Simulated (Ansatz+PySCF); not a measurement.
Results of a calculation; reference values are marked as such.
## Several solutions for singlet C₆H₆

```yaml
atoms:
  - { symbol: C, position_ang: [1.3566, 0.0132, -0.0293] }
  - { symbol: C, position_ang: [0.7336, 1.2373, -0.0184] }
  - { symbol: C, position_ang: [-0.7330, 1.1837, -0.0253] }
  - { symbol: C, position_ang: [-1.3997, -0.0477, -0.0141] }
  - { symbol: C, position_ang: [-0.7171, -1.2376, -0.0352] }
  - { symbol: C, position_ang: [0.7418, -1.1853, -0.0042] }
  - { symbol: H, position_ang: [2.4791, 0.0123, -0.0476] }
  - { symbol: H, position_ang: [1.2939, 2.1553, 0.0015] }
  - { symbol: H, position_ang: [-1.2833, 2.1480, 0.0302] }
  - { symbol: H, position_ang: [-2.4381, -0.0013, 0.0031] }
  - { symbol: H, position_ang: [-1.2206, -2.1799, 0.0363] }
  - { symbol: H, position_ang: [1.2124, -2.1906, 0.0144] }
```

Basis set: def2-SVP (spherical functions). Charge 0, multiplicity 1.

UHF was run from several starts with Ansatz (development build ahead of 0.2.0) and PySCF 2.14.0.

| run | program | start | converged | energy (hartree) | <S²> |
| --- | --- | --- | --- | --- | --- |
| A | Ansatz | stability test followed | yes | -230.52044 | 0.55 |
| B | PySCF | guess huckel, instabilities followed | yes | -230.52045 | 0.55 |
| C | PySCF | guess 1e, instabilities followed | yes | -230.52045 | 0.55 |
| D | PySCF | guess minao, instabilities followed | yes | -230.52045 | 0.55 |
| E | PySCF | program defaults | yes | -230.51544 | 0.00 |
| F | Ansatz | search for the lowest state | yes | -230.52044 | 0.55 |
| G | Ansatz | atomic start, no search | yes | -230.51543 | 0.00 |
| H | PySCF | guess atom, instabilities followed | yes | -230.52045 | 0.55 |

(1) Which runs reached the lowest solution of this kind, and what is wrong with the others?

Results:

(1) A, B, C, D, F, H reached the lowest solution found. Converged but too high: E by 0.14 eV, G by 0.14 eV. Convergence only shows a stationary point, and even a stable one can lie too high; stability tests and further starts are what find lower ones. Caution: the unrestricted determinant is spin contaminated.
